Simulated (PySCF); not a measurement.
Compound: C₄H₃FO.
SMILES: `Fc1ccoc1`

The closed-shell ground state was solved at several levels (PySCF, density fitting, gas phase, non-relativistic). Geometry: GFN2-xTB; no solvent, vibrations or thermal averaging.

```csv
level,basis functions,HOMO (eV),LUMO (eV),gap (eV),dipole (D)
B3LYP/pcJ-1,192,-6.65,-0.17,6.48,1.15
B3LYP/def2-SVPD,150,-6.71,-0.34,6.37,1.18
```

Q: What might PBE0/pcSseg-1 (117 basis functions) give for the same quantities?

A: HOMO -6.88 eV, LUMO 0.06 eV, gap 6.94 eV, dipole 1.15 D.

Q: Over all these levels, which gives the widest orbital gap and which the narrowest?

A: PBE0/pcSseg-1 (global hybrid, 25 % exact exchange) has the widest, 6.94 eV, and B3LYP/def2-SVPD (global hybrid, 20 % exact exchange) the narrowest, 6.37 eV. Functional and basis both differ between the two, so the spread mixes both effects.

Q: How far do the dipole and the HOMO energy spread over the levels?

A: The dipole runs from 1.15 to 1.18 D (mean 1.16 D) and the HOMO from -6.88 to -6.65 eV.
